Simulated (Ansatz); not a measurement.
TaCuN2 (R-3m, No. 166; cell taken from a computed entry)

All values below come from PBEsol in Ansatz (plane waves, PAW).

Settings: plane-wave cutoff 520 eV, 12×12×12 k mesh, Fermi–Dirac smearing 0.01 eV, no spin polarisation, scalar-relativistic PAW data made under PBE.

Cell: relaxed with PBEsol: a = b = 3.1215 Å, c = 17.3429 Å, α = β = 90.00°, γ = 120.00°.

```
Quantity                                       Value
-------------------------------------------  -------
band gap                                     0.38 eV
smallest direct gap on the k points sampled  0.76 eV
direct gap at Γ                              2.30 eV
```

Note: this cell isn't known to be the ambient phase, and symmetry holds it in the calculation.

Spin–orbit coupling is not included.

The result took roughly 27 core-seconds.

Ansatz is an electronic-structure program.
